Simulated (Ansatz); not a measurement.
`CCSCN` + H–F → `NCSCF` + CH₄  (substitution at a C–C bond)

Isolated molecules relaxed with PBE0-D4/def2-TZVP in Ansatz; ΔE leaves out vibrations. CCSD(T)/CBS is the MP2 limit (def2-TZVPP, def2-QZVPP) plus CCSD(T) − MP2 in def2-TZVPP, frozen cores. This one scheme is used for every species. Each species was taken in one conformer, which may not be the lowest.

| species | CCSD(T)/CBS(def2) energy (Eh) |
| --- | --- |
| `CCSCN` | -572.04932 |
| H–F | -100.39570 |
| `NCSCF` | -631.96352 |
| CH₄ | -40.46206 |

(1) Work out ΔE.

Largest T1 diagnostic among the species: 0.011.

Answers

(1) ΔE = (-631.96352) + (-40.46206) − (-572.04932) − (-100.39570) = 0.01944 Eh = +0.53 eV.

In def2-TZVPP, CCSD(T) changes the Hartree–Fock value by +0.23 eV (the triples alone add +0.02 eV) and MP2 by +0.33 eV. The D4 term adds +0.10 eV with B3LYP and +0.05 eV with PBE0; it sums over pairs of atoms, weighted by their polarisabilities, and B3LYP, whose exchange is more repulsive, gets the larger term.

B3LYP here is the variant with VWN-RPA as its local correlation; programs differ in this.
